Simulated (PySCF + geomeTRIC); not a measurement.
A geometry relaxed with PySCF + geomeTRIC with CAM-B3LYP-D3(BJ)/def2-TZVP, charge 0, multiplicity 1:

```xyz
5

H      1.4536     0.2438     0.1014
Si     0.0000     0.0000     0.0000
H     -0.5178    -0.4426     1.3112
H     -0.6817     1.2473    -0.4031
H     -0.2543    -1.0486    -1.0093
```

Q: Write the SMILES of this molecule.

A: `[SiH4]`
